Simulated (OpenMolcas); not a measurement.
# B2H4F− (SMILES B[BH2-]F) at 6 levels

Wanted: a comparison of 6 runs (HF/cc-pVTZ, B3LYP/6-31G*, PBE0/def2-SVP, BLYP/6-311G**, PBE0/cc-pVTZ, MP2/pcseg-2) of B2H4F−. 

The results are computed with OpenMolcas 26.06.

6 further runs of the same task are left out: 1 that didn't finish, 5 set aside as unsound or not needed.

## 1. Starting point

B2H4F−: 7 atoms, total charge -1, spin state singlet. As SMILES, `B[BH2-]F`. The coordinates come from a GFN2-xTB relaxation.

Bond lengths: B1–B2 1.681 Å, B2–F3 1.482 Å, B1–H4 1.197 Å, B1–H5 1.194 Å, B2–H6 1.236 Å, B2–H7 1.237 Å. Angles: B1–B2–F3 115.0°, B1–B2–H6 111.7°, B1–B2–H7 111.7°, F3–B2–H6 105.7°, F3–B2–H7 105.6°, B2–B1–H4 120.9°, B2–B1–H5 127.4°, H6–B2–H7 106.6°, H4–B1–H5 111.7°.

## 2. Energy and forces at HF/cc-pVTZ (run 1)

The input, calc.inp:

```
&gateway
 baslib = $CurrDir
 coord
 7
 angstrom
 B       -0.557490      -0.547080      -0.606600
 B        0.368860       0.392230       0.434760
 F        1.833710       0.217080       0.299000
 H       -1.752900      -0.488230      -0.588920
 H       -0.165490      -1.324120      -1.424330
 H        0.111990       0.150390       1.619360
 H        0.161310       1.599740       0.266740
 basis = cc-pVTZ
 group = NoSym

&seward

&scf
 charge = -1
 thresholds = 1e-10 1e-07 1e-07 1e-05
 prorbitals = 1 2

&alaska
```

The basis set cc-pVTZ is read from a file made from the Basis Set Exchange's data (not shown).

Started as:

```
export MOLCAS_MEM=1860
pymolcas calc.inp > calc.log
```

Output:

```text
--- Start Module: gateway ---
[...]
--- Stop Module: gateway /rc=_RC_ALL_IS_WELL_ ---
[...]
      Basis functions          146
[...]
--- Start Module: scf ---
[...]
       Convergence after  16 Iterations
[...]
::    Total SCF energy                               -151.1921247409
[...]
      Total spin, S                                     0.0000000000
[...]
      Total electronic charge=   24.000000
      Total            charge=   -1.000000
[...]
      Dipole Moment (debye):
      Origin of the operator (angstrom)=    0.6904    0.0523    0.0813
                   X=  5.5964E-01               Y= -9.5249E-01               Z= -9.9700E-01           Total=  1.4881E+00
      Center of Charge (angstrom)
[...]
 *              Molecular gradients               *
 **************************************************
  Irreducible representation: a
 ------------------------------------------------------------------------------------------
                              X                       Y                       Z
 ------------------------------------------------------------------------------------------
  B1                2.70615233685190E-03   -9.35554648496817E-04   -9.31934643569443E-04
  B2               -3.12485994360960E-02   -5.92260821791513E-03   -7.09718405266391E-03
  F3                8.94896080779084E-03    2.11131455167429E-03    2.46465978591397E-03
  H4                9.08479406985863E-03   -5.09251694743702E-04   -2.14227335724133E-04
  H5               -4.12178485355114E-03    5.83453921198185E-03    6.11319080401196E-03
  H6                7.39359548256574E-03    2.53971649781648E-03   -2.86916169661011E-03
  H7                7.23688159248703E-03   -3.11815570030527E-03    2.53465713862746E-03
 ------------------------------------------------------------------------------------------
[...]
```

Wall time 38 s (1 thread of Arm Neoverse V2, shared host); peak memory 1.2 GiB.

## 3. Energy and gradient at B3LYP/6-31G(d) (Cartesian functions) (run 2)

The input, mol.inp:

```
* B2FH4 Kohn-Sham DFT
>>> EXPORT MOLCAS_PRINT=2

&GATEWAY
  BASLIB=$CurrDir
  COORD
  7
  angstrom
  B       -0.557490      -0.547080      -0.606600
  B        0.368860       0.392230       0.434760
  F        1.833710       0.217080       0.299000
  H       -1.752900      -0.488230      -0.588920
  H       -0.165490      -1.324120      -1.424330
  H        0.111990       0.150390       1.619360
  H        0.161310       1.599740       0.266740
  BASIS=6-31Gs
  GROUP=NoSym

&SEWARD
  GRIDINPUT
  Grid=UltraFine
  End of Grid

&SCF
  CHARGE=-1
  KSDFT=B3LYP
  THRESHOLDS=1e-10 1e-07 1e-07 1e-05
  PRORBITALS=0

&ALASKA
```

The basis set 6-31G* is read from a file made from the Basis Set Exchange's data (not shown).

Started as:

```
export MOLCAS_MEM=1860
pymolcas mol.inp > mol.log
```

Output:

```text
--- Start Module: gateway ---
[...]
--- Stop Module: gateway /rc=_RC_ALL_IS_WELL_ ---
[...]
      Basis functions           53
[...]
--- Start Module: scf ---
[...]
       Convergence after  15 Iterations
[...]
::    Total KS-DFT energy                            -151.9678232804
[...]
      Total spin, S                                     0.0000000000
[...]
      Total electronic charge=   24.000000
      Total            charge=   -1.000000
[...]
      Dipole Moment (debye):
      Origin of the operator (angstrom)=    0.6904    0.0523    0.0813
                   X=  1.0552E+00               Y= -6.4115E-01               Z= -6.4672E-01           Total=  1.3938E+00
      Center of Charge (angstrom)
[...]
 *              Molecular gradients               *
 **************************************************
  Irreducible representation: a
 ------------------------------------------------------------------------------------------
                              X                       Y                       Z
 ------------------------------------------------------------------------------------------
  B1               -2.81147583224639E-03   -9.22202152030760E-03   -1.00174347790878E-02
  B2               -2.80267914268055E-02    2.31688887787107E-03    1.83460026985904E-03
  F3                2.85487685297525E-03    2.41627718998363E-03    2.58019385894012E-03
  H4                1.18713165479212E-02    3.13878387794148E-05    4.70435402098610E-04
  H5               -4.16161367061452E-03    7.73879128028865E-03    8.15541285441479E-03
  H6                1.02185420804218E-02    1.21051612241607E-03   -4.24300676971789E-03
  H7                1.00551454483035E-02   -4.49183978904610E-03    1.21979916349987E-03
 ------------------------------------------------------------------------------------------
[...]
```

It took 14 s on 1 thread of Arm Neoverse V2, shared host; peak memory 0.38 GiB.

## 4. Energy and gradient at PBE0/def2-SVP (run 3)

The input, run.inp:

```
* B2FH4 Kohn-Sham DFT

&GATEWAY
 BasLib = $CurrDir
 Coord
 7
 angstrom
 B       -0.557490      -0.547080      -0.606600
 B        0.368860       0.392230       0.434760
 F        1.833710       0.217080       0.299000
 H       -1.752900      -0.488230      -0.588920
 H       -0.165490      -1.324120      -1.424330
 H        0.111990       0.150390       1.619360
 H        0.161310       1.599740       0.266740
 Basis = def2-SVP
 Group = NoSym

&SEWARD
 GridInput
 Grid=UltraFine
 End of Grid

&SCF
 Charge = -1
 KSDFT = PBE0
 Thresholds = 1e-10 1e-07 1e-07 1e-05
 PrOrbitals = 1 1

&ALASKA
```

The basis set def2-SVP is read from a file made from the Basis Set Exchange's data (not shown).

Started as:

```
export MOLCAS_MEM=1860
pymolcas run.inp > run.log
```

Output:

```text
--- Start Module: gateway ---
[...]
--- Stop Module: gateway /rc=_RC_ALL_IS_WELL_ ---
[...]
      Basis functions           62
[...]
--- Start Module: scf ---
[...]
       Convergence after  15 Iterations
[...]
::    Total KS-DFT energy                            -151.6753242702
[...]
      Total spin, S                                     0.0000000000
[...]
      Total electronic charge=   24.000000
      Total            charge=   -1.000000
[...]
      Dipole Moment (debye):
      Origin of the operator (angstrom)=    0.6904    0.0523    0.0813
                   X=  1.0359E+00               Y= -6.2498E-01               Z= -6.3009E-01           Total=  1.3641E+00
      Center of Charge (angstrom)
[...]
 *              Molecular gradients               *
 **************************************************
  Irreducible representation: a
 ------------------------------------------------------------------------------------------
                              X                       Y                       Z
 ------------------------------------------------------------------------------------------
  B1               -5.32496939859106E-03   -1.15426701128596E-02   -1.25922338365616E-02
  B2               -3.24769651104324E-02    5.36469274373830E-03    4.95362248583375E-03
  F3                6.50917208067270E-03    1.57692667374043E-03    1.81352302084515E-03
  H4                1.72084473711622E-02   -8.81968346237660E-04   -3.09116299739697E-04
  H5               -6.73042822180414E-03    1.08278669817325E-02    1.13670258764991E-02
  H6                1.05757828409246E-02    2.61793036185784E-03   -7.63370623214676E-03
  H7                1.02389604380294E-02   -7.96277830196868E-03    2.40088498528498E-03
 ------------------------------------------------------------------------------------------
[...]
```

Run time: 16 s. Hardware: 1 thread of Arm Neoverse V2, shared host; peak memory 0.4 GiB.

Runs 4 to 5 aren't shown in full; the table further down has their settings and results.

## 5. The energy at MP2/pcseg-2 (run 6)

The input, struct.xyz:

```xyz
7

B     -0.557490    -0.547080    -0.606600
B      0.368860     0.392230     0.434760
F      1.833710     0.217080     0.299000
H     -1.752900    -0.488230    -0.588920
H     -0.165490    -1.324120    -1.424330
H      0.111990     0.150390     1.619360
H      0.161310     1.599740     0.266740
```

The input, mol.inp:

```
* B2FH4 MP2

&GATEWAY
  BasLib = $CurrDir
  Coord = struct.xyz
  Basis = pcseg-2
  Group = NoSym

&SEWARD

&SCF
  Charge = -1
  PrOrbitals = 0

&MBPT2
  Frozen = 3
```

The basis set pcseg-2 is read from a file made from the Basis Set Exchange's data (not shown).

Started as:

```
export MOLCAS_MEM=1860
pymolcas mol.inp > mol.log
```

Output:

```text
--- Start Module: gateway ---
[...]
--- Stop Module: gateway /rc=_RC_ALL_IS_WELL_ ---
[...]
      Basis functions          146
[...]
--- Start Module: scf ---
[...]
       Convergence after  14 Iterations
[...]
::    Total SCF energy                               -151.1927782571
[...]
      Total spin, S                                     0.0000000000
[...]
      Total electronic charge=   24.000000
      Total            charge=   -1.000000
[...]
      Dipole Moment (debye):
      Origin of the operator (angstrom)=    0.6904    0.0523    0.0813
                   X=  4.3446E-01               Y= -9.7770E-01               Z= -1.0283E+00           Total=  1.4840E+00
      Center of Charge (angstrom)
[...]
--- Stop Module: scf /rc=_RC_ALL_IS_WELL_ ---
[...]
--- Start Module: mbpt2 ---
[...]
WARNING!
Default frozen orbitals as non valence orbitals is overwritten by user input.
Default values:   3
[...]
       Reference weight ( Cref**2 )         =        0.88161
::    Total MBPT2 energy                             -151.6782404819
[...]
      Total MBPT2 calculations                           1.20      1.45
--- Stop Module: mbpt2 /rc=_RC_ALL_IS_WELL_ ---
[...]
```

Wall time 32 s (1 thread of Arm Neoverse V2, shared host); peak memory 1.2 GiB.

## 6. The series

| run | level | Cartesian functions | integration grid | energy (Eh) | HOMO energy (eV) | LUMO energy (eV) | HOMO–LUMO gap (eV) | wall time |
| --- | --- | --- | --- | --- | --- | --- | --- | --- |
| 1 | HF/cc-pVTZ | no | – | -151.192125 | -4.57 | 7.10 | 11.66 | 38 s |
| 2 | B3LYP/6-31G* (Cartesian functions) | yes | UltraFine | -151.967823 | -0.29 | 4.53 | 4.82 | 14 s |
| 3 | PBE0/def2-SVP | no | UltraFine | -151.675324 | -0.92 | 4.16 | 5.08 | 16 s |
| 4 | BLYP/6-311G** | no | UltraFine | -151.967408 | 0.36 | 3.25 | 2.89 | 25 s |
| 5 | PBE0/cc-pVTZ | no | UltraFine | -151.854893 | -1.23 | 3.88 | 5.10 | 79 s |
| 6 | MP2/pcseg-2 | no | – | -151.678240 | -4.64 | 6.48 | 11.12 | 32 s |

## 7. Summary of results

| quantity | value |
| --- | --- |
| run 6: total energy | -151.67824 Eh |
| run 6: HOMO energy (Hartree–Fock orbitals) | -4.64 eV |
| run 6: LUMO energy (Hartree–Fock orbitals) | 6.48 eV |
| run 6: HOMO–LUMO gap (to an unbound level, set by the basis) | 11.12 eV |
| run 6: correlation energy (3 core orbitals frozen) | -485.5 mEh |

Over runs 1, 2, 3, 4, 5 the HOMO–LUMO gap runs from 2.89 eV (BLYP/6-311G**) to 11.66 eV (HF/cc-pVTZ). The two ends differ in method and basis. The empty levels of an anion lie above zero and hang on the basis. Totals of different functionals can't be ranked against each other. In run 4 the HOMO lies above zero, so the outermost electron may be held by the basis alone. All runs together took 3.4 min, the longest 79 s.
